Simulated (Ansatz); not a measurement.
Results of the Gaussian-basis code of Ansatz.

Basis-set series for `CN=C=CCl`. Total charge 0; spin multiplicity 1. Geometry: relaxed with PBE0-D4/def2-TZVP.

```tsv
functional	basis	functions	energy (Eh)	HOMO (eV)	LUMO (eV)
PBE0-D4	def2-SVP	94	-630.98903	-6.36	-0.71
PBE0-D4	def2-QZVPP	418	-631.36349	-6.56	-0.97
ωB97M-V	def2-SVP	94	-631.24000	-8.47	1.60
ωB97M-V	def2-QZVPP	418	-631.61993	-8.70	1.20
```

Question: Give the rows for def2-TZVPP. (Estimate.)

Answer: The calculation gave: 
| functional | basis | functions | energy (Eh) | HOMO (eV) | LUMO (eV) |
| --- | --- | --- | --- | --- | --- |
| PBE0-D4 | def2-TZVPP | 222 | -631.34059 | -6.52 | -0.90 |
| ωB97M-V | def2-TZVPP | 222 | -631.59814 | -8.66 | 1.34 |

Positive LUMOs are unbound and depend on the basis.
